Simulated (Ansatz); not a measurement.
```yaml
crystal:
  periodic: [false, false, false]
  atoms:
    - {symbol: Si, position_ang: [0.000000, 0.000000, 0.000000]}
    - {symbol: Li, position_ang: [0.000000, 0.000000, 2.222700]}
basis:
  gaussian: {orbitals: def2-TZVPD}
total_charge: -1
hamiltonian: {xc: pbe0}
relax: {f_tol: 0.004, max_steps: 80}
```

```sh
$ ansatz run in.yaml --threads 1 --pin off --events-out ev --progress --plain --max-ram 2176MiB
```

Steps of the relaxation (energy above the last step; positions in Å, forces in eV/Å):

```
2
step 1, 156.7 meV
Si    0.000    0.000    0.000    0.000    0.000   -1.396
Li    0.000    0.000    2.223    0.000    0.000    1.396
```

```
2
step 2, 13.4 meV
Si    0.000    0.000   -0.087    0.000    0.000   -0.338
Li    0.000    0.000    2.310    0.000    0.000    0.338
```

```
2
step 3, 0.1 meV
Si    0.000    0.000   -0.132    0.000    0.000    0.023
Li    0.000    0.000    2.355    0.000    0.000   -0.023
```

```
2
step 4, 0.0 meV
Si    0.000    0.000   -0.128    0.000    0.000   -0.002
Li    0.000    0.000    2.351    0.000    0.000    0.002
```

Close pairs at the end: Si1–Li2 2.480 Å.

A stationary point of restricted PBE0 after 4 steps (its stability towards spin polarisation wasn't tested). 6 s on 1 thread of Intel Xeon Platinum 8488C, shared host.
